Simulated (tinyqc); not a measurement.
Worked calculation: CIS and TDHF on RHF in the sto-3g basis, frozen core, for HF, spin multiplicity 1. One step of it, computed by the program tinyqc.

Task: TDHF (RPA) triplet states. B(ia,jb) = - (ib|ja); the squared energies are the eigenvalues of (A - B)(A + B); 1 hartree = 27.211386 eV.

CIS matrix A, triplet (hartree), order 2>6, 3>6, 4>6, 5>6:
$$\begin{pmatrix}
1.352074 & -0.068036 & 0.000000 & 0.000000 \\
-0.068036 & 0.473699 & 0.000000 & 0.000000 \\
0.000000 & 0.000000 & 0.387702 & 0.000000 \\
0.000000 & 0.000000 & 0.000000 & 0.387702
\end{pmatrix}$$

Two-electron integrals over orbitals (pq|rs), unique and non-zero (hartree); the lowest 1 orbital is frozen and left out:
```
(22|22) 0.857641    (32|22) -0.024268   (32|32) 0.155674    (33|22) 0.747913
(33|32) -0.044055   (33|33) 0.754820    (42|42) 0.181959    (43|42) -0.041186
(43|43) 0.046306    (44|22) 0.880302    (44|32) -0.077168   (44|33) 0.745444
(44|44) 0.997514    (52|52) 0.181959    (53|52) -0.041186   (53|53) 0.046306
(54|54) 0.053770    (55|22) 0.880302    (55|32) -0.077168   (55|33) 0.745444
(55|44) 0.889973    (55|55) 0.997514    (62|22) -0.124422   (62|32) -0.050034
(62|33) -0.035201   (62|44) -0.122476   (62|55) -0.122476   (62|62) 0.096022
(63|22) -0.174438   (63|32) 0.094208    (63|33) -0.120150   (63|44) -0.202392
(63|55) -0.202392   (63|62) 0.054866    (63|63) 0.183373    (64|42) -0.040793
(64|43) -0.015676   (64|64) 0.031235    (65|52) -0.040793   (65|53) -0.015676
(65|65) 0.031235    (66|22) 0.676995    (66|32) 0.068036    (66|33) 0.668497
(66|44) 0.648677    (66|55) 0.648677    (66|62) -0.065726   (66|63) -0.015779
(66|66) 0.710452
```

Give: TDHF matrix B, triplet; squared energies w^2; TDHF energies from the positive w^2.

Result:

TDHF matrix B, triplet (hartree), order 2>6, 3>6, 4>6, 5>6:
$$\begin{pmatrix}
-0.0960 & -0.0549 & 0.0000 & 0.0000 \\
-0.0549 & -0.1834 & 0.0000 & 0.0000 \\
0.0000 & 0.0000 & -0.0312 & 0.0000 \\
0.0000 & 0.0000 & 0.0000 & -0.0312
\end{pmatrix}$$

squared energies w^2 (hartree^2): [0.1493, 0.1493, 0.1816, 1.8313]

TDHF energies from the positive w^2 (eV): [10.5156, 10.5156, 11.5957, 36.8239]
